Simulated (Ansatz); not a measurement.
System: zinc-blende HgTe. Method: r²SCAN50 (Ansatz, a quantum-chemistry and plane-wave program, plane waves, PAW).

From the output:

```
WARN output.stress: scf.exx.energy_threshold = 1e-6 eV is looser than the 2e-8 eV advised for a stress under a hybrid functional (1e-8 eV for each atom of the …
Crystal: 2 atoms, lattice volume = 67.884 Å³
Basis set: ecut = 520 eV, 1837 PW (Γ), exchange–correlation on 108×108×108 points (27 copies of the dense FFT grid, shifted against one another)
Bands: 22, of which v1, the nominal top of the filled ones, is band 18 counted from 1 (17 counted from 0)
Symmetry: 24 space group operations
Space group: F-43m (ITA 216), of the structure as read, at distance tolerance 4.1e-5 Å
k-points: 29 of 512 (time reversal used)
Functional: x = r2scan, c = r2scan; τ floored in thin density (d = 2e-4 eV/Å³), warm-up for x = 0.5 r2scan + 0.5 exact, c = r2scan; τ floored in thin density (d = 2e-4 eV/Å³)
SCF iter   1: F=—  HF=-20823.021182 eV  |F-HF|=—  |Δ(HF+E_count)|=         —  Δρ=5.31e-3  dr2=8.67e-3  dr2_τ=2.30e-2
SCF iter   2: F=—  HF=-20823.025435 eV  |F-HF|=—  |Δ(HF+E_count)|=   4.25e-3  Δρ=2.80e-3  dr2=1.48e-3  dr2_τ=3.93e-4
  ...
SCF 1 converged in 8 iterations: F = -20823.025695 eV  dr2 = 1.35e-11
Crystal: 2 atoms, lattice volume = 67.884 Å³
Initial density: handed on by an earlier stage of this run
Functional: x = 0.5 r2scan + 0.5 exact, c = r2scan; τ floored in thin density (d = 2e-4 eV/Å³)
SCF 2 converged in 7 iterations: F = -20817.866840 eV  dr2 = 1.41e-11
Crystal: 2 atoms, lattice volume = 67.884 Å³
Crystal: 2 atoms, lattice volume = 67.884 Å³
Crystal: 2 atoms, lattice volume = 67.884 Å³
SCF iter   3: F=—  HF=-20817.920004 eV  |F-HF|=—  |Δ(HF+E_count)|=  8.73e-11  Δρ=2.70e-7  dr2=1.20e-9  dr2_τ=1.95e-11
SCF iter   4: F=—  HF=-20817.920004 eV  |F-HF|=—  |Δ(HF+E_count)|=   5.94e-9  Δρ=5.83e-7  dr2=4.84e-10  dr2_τ=1.55e-11
SCF 5 converged in 5 iterations: F = -20817.920004 eV  dr2 = 1.41e-10
Free energy (F): -20817.920004 eV
Internal energy: -20817.920004 eV  (E = F + TS)
E sigma→0 (E₀):  -20817.920004 eV
Fermi energy:    8.039255 eV
--- Forces (eV/Å), atoms counted from 1 ---
  atom   1  Hg     0.00000000     0.00000000    -0.00000000
  atom   2  Te     0.00000000    -0.00000000     0.00000000
--- Stress (GPa, compression-positive) ---
       -0.001404       0.000000      -0.000000
        0.000000      -0.001404       0.000000
       -0.000000       0.000000      -0.001404
  P = ⅓ Tr σ = -0.0014 GPa (-0.014 kbar)
```

**Question.** Write an input file that could have produced this run (the log leaves some choices open).

**Answer.** Several could match; the one computed here: 
Ansatz 0.2 input:
```yaml
crystal:
  lattice:
    - [0.0, 3.2377679322, 3.2377679322]
    - [3.2377679322, 0.0, 3.2377679322]
    - [3.2377679322, 3.2377679322, 0.0]
  atoms:
    - { symbol: Hg, position: [0.0, 0.0, 0.0] }
    - { symbol: Te, position: [0.25, 0.25, 0.25] }
basis:
  ecutwfc: 520
  ecutrho_ratio: 4
  xc_grid: 3
kpoints:
  mp_grid: { grid: [8, 8, 8] }
hamiltonian:
  xc: r2scan50
  dispersion: none
  pseudopotentials: { kind: paw }
scf:
  occupations: { method: fermi_dirac, width: 0.01 }
  convergence: { dr2_threshold: 0.0000000002 }
output:
  forces: true
  stress: true
  eigenvalues: true
```

The PAW data were made under PBE.

Cost on a shared machine: around 5 core-minutes (rough).
